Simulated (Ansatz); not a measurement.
[Cl···H···Cl], doublet in cc-pVDZ: errors against UCCSDT(Q)

Geometry: a point of a hydrogen-transfer path between rigid fragments, not a stationary point.

```yaml
atoms:
  - { symbol: Cl, position_ang: [0.0000, 0.0000, -1.5077] }
  - { symbol: H, position_ang: [0.0000, 0.0000, -0.3187] }
  - { symbol: Cl, position_ang: [0.0000, 0.0000, 1.8263] }
```

Basis cc-pVDZ; Ansatz 0.2.0. Correlated methods freeze the noble-gas cores, which leaves 15 electrons in 31 orbitals. Prefix R: restricted or restricted open-shell reference; prefix U: unrestricted. Active spaces: pair = (3e, 3o) about the gap; valence = (15e, 9o) chosen from the atoms' valence shells.

Full CI isn't at hand for all of this; UCCSDT(Q) serves as the reference, and is uncertain by about the last step of the cluster series. The frozen core follows each run's orbitals, which can shift R against U totals by a few meV.

For open shells CISD is restricted-active-space CI with the open shells as a complete middle space.

The UHF ⟨S²⟩ is 0.756. The T1 diagnostic (RCCSD) is 0.0087, the largest doubles amplitude (RCCSD) is 0.043 and the T1 diagnostic (UCCSD) is 0.0053.

```json
{"level": "UHF", "E − E(RHF) (eV)": "-0.1100"}
{"level": "RMP2", "E − E(RHF) (eV)": "-7.1665"}
{"level": "UMP2", "E − E(RHF) (eV)": "-7.1499"}
{"level": "RCCSD", "E − E(RHF) (eV)": "-8.0205"}
{"level": "UCCSD", "E − E(RHF) (eV)": "-8.0232"}
{"level": "RCCSD(T)", "E − E(RHF) (eV)": "-8.1244"}
{"level": "UCCSD(T)", "E − E(RHF) (eV)": "-8.1249"}
```

Problem. Estimate how far UCCSDT(Q) in cc-pVDZ lies from RCCSD(T). The table doesn't fix it; the size of (T) and the diagnostics are the guide.

Solution. UCCSDT(Q) in cc-pVDZ lies 2.2 kJ/mol below RCCSD(T), which is 22 % of the (T) step (-10.0 kJ/mol). The diagnostics are small and one determinant leads, so the series closes fast and only a small part of (T) is left.

The other levels:

```csv
level,E − E(UCCSDT(Q)) (kJ/mol),share of correlation (%),wall time
CISD,73.6,90.64,2.9 s
BCCD(T),2.2,99.72,2.9 s
RCCSDT,1.1,99.86,–
UCCSDT,1.1,99.86,–
RCCSDT(Q),0.0,100.00,18 s
CASSCF (pair space),750.9,4.48,–
NEVPT2 (pair space),97.6,87.58,3.4 s
MRCISD (pair space),67.3,91.44,–
MRCISD+Q (pair space),1.8,99.77,3.9 s
CASSCF (valence space),746.7,5.02,–
NEVPT2 (valence space),165.2,78.98,1.3 s
MRCISD (valence space),66.8,91.50,–
MRCISD+Q (valence space),2.4,99.69,2.6 s
```

The correlation energy at UCCSDT(Q), counted from RHF, is -8.147 eV. That run took 15 s on 1 thread of Arm Neoverse V2, shared host.

Times hold each run's SCF and search for its determinant on a shared host, so for small cases they say little of a method's own cost; they ran on 1 thread of Arm Neoverse V2.

Natural occupations of CASSCF (valence space) about the gap: 1.999 1.999 1.999 1.984 1.000 0.018; effectively unpaired electrons, Σ n²(2−n)², 1.00.
